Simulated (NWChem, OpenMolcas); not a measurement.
The same job for OpenMolcas

This NWChem 7.3.0 job computes BH2Cl (SMILES BCl):

bclh2.xyz:
```
4

B     -0.116700     0.021700    -0.075300
Cl     1.365000    -0.395300     0.721200
H     -1.106200    -0.559500     0.240400
H     -0.086600     0.872800    -0.906600
```

run.py:
```python
from ase.io import read
from ase.calculators.nwchem import NWChem

mol = read('bclh2.xyz')

calc = NWChem(
    label='bclh2',
    theory='dft',
    memory='2200 mb',
    basis='def2-TZVP',
    basispar='spherical bse',
    dft={'xc': 'm06-2x', 'mult': '1', 'grid': 'xfine', 'convergence': 'energy 1e-08', 'iterations': '100', 'mulliken': None},
)
mol.calc = calc

forces = mol.get_forces()
e = mol.get_potential_energy()
print(f"E = {e:.6f} eV")
print("forces (eV/A):")
for s, f in zip(mol.symbols, forces):
    print(f"{s:2s} {f[0]:10.5f} {f[1]:10.5f} {f[2]:10.5f}")
print("dipole (e A):", mol.get_dipole_moment().round(4))
```

```bash
$ export ASE_NWCHEM_COMMAND="nwchem PREFIX.nwi > PREFIX.nwo"
$ python run.py
```

Geometry: relaxed at PBE0-D4/def2-TZVP.

It gives a total energy of -486.258981 Eh.

**Question.** How is this level of theory, on these atoms, set up in OpenMolcas 26.06 as an input file of the program's own?

**Answer.** This input was run:

mol.inp:
```
* BClH2 Kohn-Sham DFT
>>> EXPORT MOLCAS_PRINT=2
&GATEWAY
BasLib = $CurrDir
Coord
4
angstrom
B       -0.116700       0.021700      -0.075300
Cl       1.365000      -0.395300       0.721200
H       -1.106200      -0.559500       0.240400
H       -0.086600       0.872800      -0.906600
Basis = def2-TZVP
Group = NoSym
&SEWARD
GridInput
Grid=UltraFine
End of Grid
&SCF
KSDFT = M062X
Thresholds = 1e-10 1e-07 1e-07 1e-05
PrOrbitals = 1
&ALASKA
```

```bash
$ export MOLCAS_MEM=1860
$ pymolcas mol.inp > mol.log
```

(Basis files named in the input come from the Basis Set Exchange and aren't shown.)

Its energy is -486.258984 Eh, 0.003 mEh from the first.
